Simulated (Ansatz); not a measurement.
`C#COC=C`, relaxed with RKS PBE-D4/def2-SVP in Ansatz from a rough embedded geometry. The force threshold is 0.03 eV/Å; the program also tests the step.

Charge 0, multiplicity 1.

Start:

```xyz
9

C     2.598    0.165   -0.197
C     1.423    0.362   -0.448
O     0.113    0.578   -0.696
C    -0.606   -0.167    0.219
C    -1.998   -0.098    0.120
H     3.652    0.018   -0.115
H    -0.130   -0.793    0.899
H    -2.452    0.559   -0.580
H    -2.600   -0.623    0.799
```

Q: By how much does the energy fall, and how many steps does the optimiser take? (An estimate is asked.)

A: Ansatz gave: 0.44 eV, in 7 steps.

Q: Which bonds change most? (An estimate is asked.)

A: Computed: C4–H7 from 1.039 to 1.102 Å; C4–C5 from 1.398 to 1.338 Å; C5–H9 from 1.047 to 1.098 Å; C2–O3 from 1.350 to 1.305 Å.

Q: Give the relaxed structure. (An estimate is asked.)

A: Ansatz gave: 
```xyz
9

C     2.675    0.208   -0.296
C     1.464    0.326   -0.406
O     0.181    0.495   -0.573
C    -0.698   -0.204    0.251
C    -2.021   -0.061    0.111
H     3.745    0.105   -0.200
H    -0.203   -0.852    0.992
H    -2.448    0.605   -0.653
H    -2.694   -0.622    0.772
```
